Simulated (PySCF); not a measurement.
Geometries of 2 isomers of C5H4O2, from PBE0-D3(BJ)/def2-SVP geometry optimisation, gas phase (PySCF). One conformer each, no zero-point energy, no frequencies.

**Question.** Which is lower in electronic energy at this level?
A.
```xyz
11
angstrom
O     -0.978    2.346    0.078
C     -0.501    1.227    0.022
C     -1.299   -0.005   -0.024
C     -0.712   -1.214   -0.093
O      0.621   -1.392   -0.125
C      1.412   -0.305   -0.080
C      0.942    0.954   -0.010
H     -2.387    0.075   -0.001
H     -1.244   -2.166   -0.131
H      2.468   -0.578   -0.109
H      1.635    1.796    0.023
```
B.
```xyz
11
angstrom
O     -2.714    0.952    0.290
C     -1.992    0.081   -0.131
C     -0.534    0.067    0.019
C      0.402   -0.918   -0.447
C      1.627   -0.476   -0.059
O      1.514    0.699    0.608
C      0.219    1.023    0.653
H     -2.410   -0.799   -0.683
H      0.180   -1.829   -0.998
H      2.635   -0.864   -0.173
H     -0.049    1.947    1.158
```

**Answer.** A. That is pyranone, `O=c1ccocc1`, 3.4 kcal/mol below the other.

| SMILES | atoms numbered as above | E (Eh) | relative (kcal/mol) | relative (kJ/mol) | dipole (D) |
| --- | --- | --- | --- | --- | --- |
| O=c1ccocc1 | [O:1]=[c:2]1[cH:3][cH:4][o:5][cH:6][cH:7]1 | -342.72515 | 0.0 | 0.0 | 3.80 |
| O=Cc1ccoc1 | [O:1]=[CH:2][c:3]1[cH:4][cH:5][o:6][cH:7]1 | -342.71978 | 3.4 | 14.1 | 2.98 |
